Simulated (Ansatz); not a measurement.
Input file:

```yaml
crystal:
  periodic: [false, false, false]
  atoms:
    - {symbol: Si, position_ang: [0.038602, 0.000001, 1.777534]}
    - {symbol: As, position_ang: [-0.041196, 0.000000, -0.642113]}
    - {symbol: H, position_ang: [0.993268, 1.094128, -0.900271]}
    - {symbol: H, position_ang: [0.993261, -1.094135, -0.900270]}
basis:
  gaussian: {orbitals: cc-pVDZ}
magnetization: {spin_polarized: false, initial_magnetization: 3}
correlation: {active_space: {window: {electrons: 7, orbitals: 6}, states: [{multiplicity: 4, weights: [1, 1]}, {multiplicity: 6, weights: [1]}], root: 0}}
accuracy: high
```

```sh
$ ansatz run in.yaml --threads 1 --pin off --events-out ev --progress --plain --max-ram 2393MiB
```

Output:

```
1165 factors; integrals over basis functions are off by at most 4.5e-9 eV
mean field evaluation 1: about -68685.0795 eV, gradient 9.2e0 eV
mean field evaluation 2: about -68685.0890 eV, gradient 9.3e0 eV
mean field evaluation 4: about -68685.9427 eV, gradient 1.5e0 eV
mean field evaluation 8: about -68686.0827 eV, gradient 5.4e-1 eV
mean field evaluation 16: about -68686.1032 eV, gradient 5.8e-7 eV
mean field -68686.10319177 eV, -2524.1677351845 hartree, gradient 2.9e-8 eV, S^2 3.750000; 0 other end points of the search recorded, 0 dependent functions left out
reference -68686.10319177 eV, -2524.1677351845 hartree; 26, 23 occupied and 29, 32 virtual orbitals, 1165 factors
state -68686.38727792 eV, -2524.1781751580 hartree
state -68683.88394395 eV, -2524.0861793314 hartree
state -68680.50539846 eV, -2523.9620200748 hartree
Total energy: -68686.38727792 eV, -2524.1781751580 hartree
```

Natural occupations, averaged over the states: 1.9802 1.3744 1.2561 1.0000 0.9813 0.4080.

Ran on 1 thread of Arm Neoverse V1, shared host: 4.8 s wall, 0.17 GiB peak host memory.
